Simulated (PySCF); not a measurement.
## 1,2-ethanedithiol: removing and adding an electron

Parent: 1,2-ethanedithiol, `SCCS` (C2H6S2). Coordinates in Å; atoms count from 1 in this order:
```
S     1.8721   -0.9782    0.7088
C     0.3787   -0.6092   -0.2651
C    -0.3747    0.6105    0.2320
S    -1.8686    0.9791   -0.7413
H     2.5809    0.1100    0.3378
H    -0.2424   -1.5133   -0.1710
H     0.6374   -0.5072   -1.3292
H    -0.6329    0.5088    1.2962
H     0.2464    1.5146    0.1375
H    -2.5796   -0.1058   -0.3645
```

Level of theory: ωB97X-D3(BJ)/ma-def2-TZVP single points in PySCF, grid level 2; every species was optimised with PBE0-D3(BJ)/ma-def2-SVP. The prefix ma- adds one diffuse s and one diffuse p function on all atoms but H. Zero-point and thermal terms (298.15 K, 1 bar) come from unscaled PBE0-D3(BJ)/ma-def2-SVP harmonic frequencies, with soft modes damped to free rotors in the entropy.

Frontier levels of the parent: HOMO -9.44 eV, LUMO 0.98 eV.

Oxidation to the radical cation:
* Vertical ionisation energy (electronic): 9.51 eV
* Adiabatic ionisation energy (with zero-point energy): 9.32 eV
* Adiabatic, electronic part: 9.33 eV
* Vertical gap at the product's structure: 9.23 eV
* Inner reorganisation energy (four-point): 281 meV
* Relaxation of product / of parent: 173 / 108 meV
* ⟨S²⟩ of the product: 0.762
* Largest spin populations: S1 0.46, S4 0.46
* Largest changes of atomic charge: S1 0.39, S4 0.39
* Distances that move most (Å): C2–C3 1.517 → 1.588; S1–C2 1.821 → 1.782; C3–S4 1.821 → 1.782; S1–H 1.351 → 1.357
* Potential in acetonitrile: 7.02 V absolute, 2.48 V against Fc+/Fc computed at 4.54 V (solvation -23 → -244 kJ/mol)

Vertical electron affinity to the radical anion: -0.91 eV. The extra electron is not bound at this structure, the number hangs on the basis, and the ion was not relaxed.

Solvents are IEF-PCM continua (electrostatics only, gas-phase structures); absolute potentials refer to an electron at rest in vacuum. Fc+/Fc in acetonitrile, 4.54 V, is ωB97X-D3(BJ)/ma-def2-TZVP on PBE0-D3(BJ)/def2-SVP structures with GFN2-xTB thermal terms. Benchmark calculations put it near 5.0 V in acetonitrile and DMSO, so it is about 0.5 V low, and the value against it can read up to that much too high.

Measured values (NIST Chemistry WebBook, evaluated or the median of agreeing entries): vertical ionisation energy 9.35 eV (computed 9.51, difference 0.16).
